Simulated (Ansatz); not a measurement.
## Ansatz (development build ahead of 0.2.0) run

```yaml
crystal:
  periodic: [false, false, false]
  atoms:
    - { symbol: S, position_ang: [0.02967, 0.03577, 1.21388] }
    - { symbol: C, position_ang: [0.01097, 1.28059, -0.03457] }
    - { symbol: C, position_ang: [0.02138, -1.28937, -0.03609] }
    - { symbol: C, position_ang: [-0.01333, 0.73725, -1.24412] }
    - { symbol: C, position_ang: [-0.04167, -0.72391, -1.27964] }
    - { symbol: H, position_ang: [-0.04404, 2.25756, 0.35804] }
    - { symbol: H, position_ang: [0.00989, -2.35277, 0.30891] }
    - { symbol: H, position_ang: [-0.01867, 1.34476, -2.09411] }
    - { symbol: H, position_ang: [0.00213, -1.3492, -2.15738] }
basis:
  gaussian: { orbitals: STO-3G }
hamiltonian:
  xc: hf
correlation:
  method: mp2
  frozen_orbitals: { C: 1, H: 0, S: 5 }
```

The input is written out in the form of the current development build from the run's settings.

The run gave:

| Item | Value |
| --- | --- |
| Converged | yes |
| Reference energy | -545.07477 hartree |
| Correlation energy | -0.27237 hartree |
| Total energy | -545.34715 hartree |
| Spin squared of the determinant | 0.000 |
